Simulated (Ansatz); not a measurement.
Geometry optimisation, Ansatz 0.2.0, RKS CAM-B3LYP-D4/def2-SVP.

Input:

```yaml
crystal:
  periodic: [false, false, false]
  atoms:
    - { symbol: "N", position_ang: [-0.3912, 0.9074, -0.7783] }
    - { symbol: C, position_ang: [0.4028, -0.1159, -0.5947] }
    - { symbol: C, position_ang: [0.5047, -0.8894, 0.4736] }
    - { symbol: S, position_ang: [-0.2818, -0.6422, 1.9444] }
    - { symbol: H, position_ang: [-0.7129, 1.0669, -1.7806] }
    - { symbol: H, position_ang: [-1.2496, 0.9456, -0.1739] }
    - { symbol: H, position_ang: [1.0547, -0.3118, -1.4621] }
    - { symbol: H, position_ang: [1.2821, -1.6986, 0.4626] }
    - { symbol: H, position_ang: [-0.5203, 0.6917, 1.892] }
basis:
  gaussian: { orbitals: def2-SVP }
hamiltonian:
  xc: cam_b3lyp
  dispersion: d4
relax:
  f_tol: 0.02
  max_steps: 50
output:
  orbitals: {}
```

Run as:

```bash
$ ansatz run input.yaml --threads 2 --pin off --max-ram 3072MiB --backend cpu --events-out ev --progress --plain --runs-dir out
```

**Question.** Where does it end, and by what steps?

**Answer.** The forces met the threshold. After 9 steps the energy has fallen by 0.508 eV; H9 moved furthest, 0.78 Å.

```tsv
step	energy less start (eV)	largest force component (eV/Å)	accepted
0	0.0000	4.503	yes
1	-0.3801	1.458	yes
2	-0.4447	1.041	yes
3	-0.4802	0.410	yes
4	-0.4404	0.584	no
5	-0.4988	0.196	yes
6	-0.5040	0.080	yes
7	-0.5066	0.150	yes
8	-0.5075	0.042	yes
9	-0.5078	0.009	yes
```

```xyz
9
Properties=species:S:1:pos:R:3
N -0.518 0.860 -0.959
C 0.391 -0.121 -0.681
C 0.515 -0.793 0.479
S -0.649 -0.582 1.801
H -0.738 1.047 -1.927
H -1.285 0.954 -0.301
H 1.104 -0.328 -1.486
H 1.315 -1.523 0.604
H -0.046 0.440 2.454
```

Time of the run: 13 s on 2 threads of Intel(R) Xeon(R) 6975P-C (Granite Rapids) (shared host), peak memory 0.21 GiB.
